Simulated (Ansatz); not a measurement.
# C4H5FS: a ladder of functionals and wavefunction methods

One table from this session's results is given with a row withheld; the runs are named, their logs left out.

The runs use Ansatz 0.2.0, Gaussian basis; functionals in def2-TZVPP, the program's frozen cores in correlated methods.

Plan: LDA (SPW92), PBE-D4, revPBE-D4, BLYP-D4, r2SCAN-D4, B97M-V, PBE0-D4, B3LYP-D4, r2SCANh-D4, r2SCAN0-D4, HSE06-D4, BHLYP-D4, CAM-B3LYP-D4, LC-ωPBE, ωB97X-V, ωB97M-V, B2PLYP, PBE-QIDH; CCSD(T)/def2-SVP; CCSD(T)/def2-TZVPP; MP2/def2-QZVPP; extrapolation to the limit; RPA on PBE.

### Structure used throughout

An earlier PBE0-D4 in a triple-zeta def2 set relaxation fixed the geometry.

11 atoms, charge 0, spin multiplicity 1.

Atoms are counted from 1 here; the program's logs count them from 0.

Bond lengths: F1–C2 1.346 Å, C2–C3 1.320 Å, C2–H7 1.082 Å, C3–C4 1.503 Å, C3–S6 1.761 Å, C4–C5 1.541 Å, C4–H8 1.092 Å, C4–H9 1.092 Å, C5–S6 1.833 Å, C5–H10 1.089 Å, C5–H11 1.089 Å. Angles: F1–C2–C3 120.2°, F1–C2–H7 113.4°, C3–C2–H7 126.4°, C2–C3–C4 132.6°, C2–C3–S6 131.6°, C4–C3–S6 95.8°, C3–C4–C5 95.2°, C3–C4–H8 113.0°, C3–C4–H9 113.4°, C5–C4–H8 113.4°, C5–C4–H9 113.8°, H8–C4–H9 107.9°, C4–C5–S6 91.6°, C4–C5–H10 115.1°, C4–C5–H11 114.8°, S6–C5–H10 112.4°, S6–C5–H11 112.2°, H10–C5–H11 109.7° and more.

The first run:

The input, in.yaml:

```yaml
crystal:
  periodic: [false, false, false]
  atoms:
    - {symbol: F, position_ang: [-2.648853, -0.633654, 0.080411]}
    - {symbol: C, position_ang: [-1.906981, 0.479005, -0.074028]}
    - {symbol: C, position_ang: [-0.588986, 0.407248, -0.050511]}
    - {symbol: C, position_ang: [0.364654, -0.741309, 0.121719]}
    - {symbol: C, position_ang: [1.639034, 0.112834, -0.024504]}
    - {symbol: S, position_ang: [0.651630, 1.644957, -0.221001]}
    - {symbol: H, position_ang: [-2.498222, 1.374989, -0.210339]}
    - {symbol: H, position_ang: [0.277026, -1.225269, 1.096814]}
    - {symbol: H, position_ang: [0.259575, -1.510560, -0.646100]}
    - {symbol: H, position_ang: [2.279204, 0.141059, 0.855601]}
    - {symbol: H, position_ang: [2.237117, -0.106300, -0.907561]}
basis:
  gaussian: {orbitals: def2-TZVPP}
hamiltonian: {xc: lda}
output: {orbitals: {seedname: orbitals}}
```

Started as:

```sh
$ ansatz run in.yaml --threads 4 --pin off --events-out ev --progress --plain --max-ram 10444MiB
```

Among the steps run: LDA; PBE-D4 (GGA); revPBE-D4 (GGA); BLYP-D4 (GGA); r2SCAN-D4 (meta-GGA); B97M-V (meta-GGA); B3LYP-D4 (hybrid); r2SCANh-D4 (hybrid); r2SCAN0-D4 (hybrid); HSE06-D4 (hybrid); BHLYP-D4 (hybrid); CAM-B3LYP-D4 (range-separated); LC-ωPBE (range-separated); ωB97X-V (range-separated); ωB97M-V (range-separated); B2PLYP (double hybrid); PBE-QIDH (double hybrid).

One table of the session follows, with a row left open; its other results are not shown here.

It belongs to the step «Orbital energies across the functionals». 

```
  functional  HOMO (eV)  gap (eV)
 LDA (SPW92)      -5.06      3.68
      PBE-D4      -4.91      3.75
   revPBE-D4      -4.86      3.79
     BLYP-D4      -4.78      3.73
   r2SCAN-D4      -5.10      4.18
      B97M-V      -5.18      4.29
     PBE0-D4      -6.05      5.91
    B3LYP-D4      -5.85      5.45
  r2SCANh-D4      -5.53      4.98
  r2SCAN0-D4      -6.17      6.17
    HSE06-D4      -5.65      5.13
    BHLYP-D4      -7.07      7.95
CAM-B3LYP-D4      -7.34      8.31
     LC-ωPBE      -8.65     10.90
     ωB97X-V          ?         ?
     ωB97M-V      -8.16     10.04
```

Estimate the missing values for ωB97X-V.

As computed: HOMO (eV): -8.29; gap (eV): 10.38. In the column «HOMO (eV)» it lies between LC-ωPBE (-8.65) and ωB97M-V (-8.16).
